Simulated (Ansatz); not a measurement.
A made-up structure of AlBNH6 (charge +1), closed shell:

B1  (-1.093, 0.847, -1.472)
Al2  (0.367, 0.788, 0.062)
N3  (0.543, -1.005, 0.960)
H4  (-0.804, 0.590, -2.599)
H5  (-2.223, 1.139, -1.226)
H6  (1.423, 1.671, 0.813)
H7  (1.517, -1.315, 0.969)
H8  (1.404, -0.323, 0.108)
H9  (0.271, -0.952, 1.943)
(Å)

It is relaxed with PBE-D4/def2-SVP and then PBE0-D4/def2-TZVP (Ansatz 0.2.0). Atoms count as bonded within 1.22 times the sum of their covalent radii (H–H: 0.88 Å). The end point is not checked to be a true minimum.

(1) Does its bonding change? (A judgement: the text doesn't fix the answer.)

Results:

(1) The calculation gives: Yes. Formed: N3–H8; broken: Al2–H8.

Where it ends: The first stage lowers the energy by 5.40 eV in 14 steps. It ends as AlBNH₆ ([BH2][AlH][NH3]), total charge +1:
```xyz
9
angstrom
B -1.1159 0.7699 -1.4911
Al 0.3538 1.0095 0.0157
N 0.9167 -0.7154 0.8870
H -0.8025 0.6000 -2.6289
H -2.2764 0.8003 -1.2182
H 1.2130 2.0876 0.7630
H 0.5769 -1.5676 0.4423
H 1.9347 -0.7901 0.9293
H 0.6057 -0.7546 1.8598
```

Labels in which every atom is bracketed show which atoms are joined, not bond orders.

For scale, one of the runs: PBE0-D4/def2-TZVP relaxation, 135 basis functions, launched by `ansatz run in.yaml --threads 2 --pin off --events-out ev --progress --plain --max-ram 4352MiB`. The run took about 14 s on 2 CPU threads of an Arm Neoverse V1 (shared host).
